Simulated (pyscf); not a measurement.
This saddle point was located with ωB97X-D3(BJ)/def2-SVP in PySCF.

```xyz
10

C     -1.9471     0.1726     0.1747
Se    -0.1521     1.3560     0.2967
C      0.9294     0.1035    -0.7132
H     -2.0521     0.1543    -0.9134
H     -1.5812    -0.7245     0.6814
H     -2.6074     0.8388     0.7368
H      0.9846    -0.8700    -0.2047
H      0.5354    -0.0269    -1.7315
H      1.9436     0.5234    -0.7797
H     -3.2576    -0.7134     0.0736
```
Charge 0, spin multiplicity 2.

Surface: doublet, charge 0. Lowest wavenumbers (cm⁻¹): 1420i, 120, 140, 180, 442.

**Question.** Which two sides does it connect, and which bonds change?

**Answer.** H₃C–Se–CH₃ (SMILES C[Se]C) + H• (SMILES [H]) <-> CH₄ (SMILES C) + H₃C–Se• (SMILES C[Se]), a substitution at C read from left to right: C–Se broken and C–H formed. At ωB97M-D3(BJ)/def2-TZVP it lies +0.69 eV from the left side and +2.58 eV from the right (each side as separated species at their lowest minima found). Abstraction by the radical was not located in this set and often lies lower. This is the saddle that the search found; another between the same sides may lie lower. The angle at the attacked C is 179°. Elements up to Kr have no core potential and no relativistic terms here.
